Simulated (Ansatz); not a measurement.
A made-up structure of C2H6N (charge +1), closed shell:

C1  (-0.625, 0.767, -0.481)
C2  (0.870, -0.655, 0.785)
N3  (-0.001, -0.505, -0.141)
H4  (-0.439, 0.973, -1.543)
H5  (-0.282, 1.601, 0.130)
H6  (-1.712, 0.655, -0.396)
H7  (-0.258, -1.346, -0.658)
H8  (1.298, -1.601, 0.998)
H9  (1.198, 0.162, 1.375)
(Å)

It is relaxed with PBE-D4/def2-SVP and then PBE0-D4/def2-TZVP (Ansatz 0.2.0). Atoms count as bonded within 1.22 times the sum of their covalent radii (H–H: 0.88 Å). The end point is not checked to be a true minimum.

(1) Does its bonding change? (A judgement: the text doesn't fix the answer.)

Results:

(1) The calculation gives: No: no bond forms or breaks.

Where it ends: The first stage lowers the energy by 0.13 eV in 5 steps. It ends as C₂H₆N ([CH2][NH][CH3]), total charge +1:
```xyz
9
angstrom
C -0.6383 0.7583 -0.4991
C 0.8723 -0.6473 0.7898
N 0.0093 -0.4923 -0.1261
H -0.4171 0.9655 -1.5471
H -0.2682 1.5620 0.1335
H -1.7160 0.6421 -0.3761
H -0.2685 -1.3128 -0.6622
H 1.2867 -1.6326 0.9772
H 1.1896 0.2076 1.3792
```

Labels in which every atom is bracketed show which atoms are joined, not bond orders.

For scale, one of the runs: PBE0-D4/def2-TZVP relaxation, 129 basis functions, launched by `ansatz run in.yaml --threads 2 --pin off --events-out ev --progress --plain --max-ram 4352MiB`. Hardware: 2 CPU threads of an Arm Neoverse V1, shared host. Wall time about 14 s.
